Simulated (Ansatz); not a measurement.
For trigonal Se, PBE-D4 (plane waves, PAW; Ansatz, a quantum-chemistry and plane-wave program) gives:

* **lattice parameter a**: 4.059 Å
* **c axis length**: 5.131 Å

Task: What does r²SCANh in Ansatz (PAW) give for the same quantities?

Result: 
- lattice constant a: 4.586 Å (rises by 13 %)
- lattice parameter c: 4.936 Å (shrinks by 3.8 %)

For comparison: lattice constant a 4.365 Å (measured, 293 K, not corrected to a static lattice; as tabulated in Wikipedia's data pages); lattice parameter c 4.958 Å (measured, 293 K, no zero-point or thermal correction; as tabulated in Wikipedia's data pages).

Changes are worked out from the printed values.

Unless a cell is named, each level is at its own relaxed cell (PBE-D4 24.41, r²SCANh 29.96 Å³/atom).

Caveats: the cell comes from a level without a dispersion term, which matters for the spacing of layers, chains or molecules (r²SCANh). Ansatz's density-functional and Hartree–Fock values are scalar-relativistic unless marked +SOC, with PAW data made under PBE.
